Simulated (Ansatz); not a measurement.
C$_{4}$H$_{3}$FS (`Fc1cccs1`), 9 atoms. The species carries charge 0 and has multiplicity 1. All runs use 4 threads of an Arm Neoverse V1 on a shared host. Correlated methods freeze the cores.

Give the basis size and wall time and peak host memory of each of these runs in Ansatz. RKS PBE0-D4/def2-SVP energy; direct RPA on PBE orbitals/def2-TZVPP energy; RKS PBE0-D4/def2-TZVP frequencies; RHF-MP2/def2-QZVPP energy; RKS revPBE-D4/def2-TZVPP energy; RHF-CCSD(T)/def2-SVP energy; RKS PBE0-D4/def2-QZVPP energy; RKS PBE0-D4/def2-TZVP relaxation (5 steps); RHF-CCSD(T)/def2-TZVPP energy; RKS ωB97M-V/def2-SVP energy; RKS r2SCAN0-D4/def2-TZVPP energy; RKS ωB97M-V/def2-QZVPP energy. (An estimate is asked.)

The calculation gave: Other jobs shared the machine, so times are rough.

| level | job | functions | wall time | peak host memory (GiB) |
| --- | --- | --- | --- | --- |
| RKS PBE0-D4/def2-SVP | energy | 103 | 1.5 s | 0.51 |
| RKS revPBE-D4/def2-TZVPP | energy | 239 | 2 s | 0.31 |
| RKS ωB97M-V/def2-SVP | energy | 103 | 4 s | 0.51 |
| RKS r2SCAN0-D4/def2-TZVPP | energy | 239 | 4.9 s | 0.61 |
| RHF-CCSD(T)/def2-SVP | energy | 103 | 4.9 s | 0.51 |
| direct RPA on PBE orbitals/def2-TZVPP | energy | 239 | 6.5 s | 0.61 |
| RKS PBE0-D4/def2-QZVPP | energy | 445 | 11 s | 1.5 |
| RKS ωB97M-V/def2-QZVPP | energy | 445 | 21 s | 1.8 |
| RKS PBE0-D4/def2-TZVP | relaxation (5 steps) | 210 | 21 s | 0.56 |
| RHF-MP2/def2-QZVPP | energy | 445 | 22 s | 2.7 |
| RHF-CCSD(T)/def2-TZVPP | energy | 239 | 2.3 min | 4.7 |
| RKS PBE0-D4/def2-TZVP | frequencies | 210 | 2.4 min | 0.55 |
